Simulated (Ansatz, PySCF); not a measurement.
Gas-phase reaction in SMILES: CNC [N-methylmethanamine] + H+ → C[NH2+]C
Each molecule is optimised on its own at B3LYP-D3(BJ)/def2-TZVP (Ansatz, a first-principles code).

Wanted: proton affinity (enthalpy at 298 K, with B3LYP-D3(BJ) rigid-rotor harmonic-oscillator terms from PySCF), positive where the reaction releases energy, in kJ/mol. Valence correlation only, unless marked. No spin-orbit coupling. No relativistic terms. CBS marks a two-point X^-3 extrapolation of the correlation energy; Hartree-Fock from the larger set. [CCSD(T)-MP2]/basis is that difference in the basis named.

RI-MP2/CBS(cc-pVTZ,cc-pVQZ)+[CCSD(T)-MP2]/cc-pVTZ (Ansatz) gives 931.2 kJ/mol.

**Question.** Another calculation gave 920.4 kJ/mol. Which level was it?
A. CAM-B3LYP/def2-TZVPD (Ansatz)
B. SVWN5/def2-TZVPD (Ansatz)
C. HF/def2-TZVPD (PySCF)
D. LC-wPBE/def2-TZVPD (Ansatz)

**Answer.** A, CAM-B3LYP/def2-TZVPD (Ansatz). The others give 892.5 (SVWN5), 932.4 (LC-wPBE), 948.6 (HF) kJ/mol.
